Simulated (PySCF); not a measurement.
Calculation: M06-2X/def2-TZVP // B3LYP-D3(BJ)/def2-SVP (PySCF). Gas-phase values, no solvent. Delta-SCF ions had no search for a lower state. 

Reference species (SMILES): `CN(C)C` (neutral, multiplicity 1).

```json
{
 "vertical ionisation energy (Delta-SCF)": "8.43 eV",
 "HOMO–LUMO gap": "9.24 eV"
}
```

Changed species: `S` (free base H2S; the reference has free base N(CH3)3).

Q: Predict the effect on the vertical ionisation energy (Delta-SCF) and HOMO–LUMO gap.

A: the vertical ionisation energy (Delta-SCF) rises by 1.98 eV, to 10.41 eV; the HOMO–LUMO gap rises by 0.92 eV, to 10.16 eV.
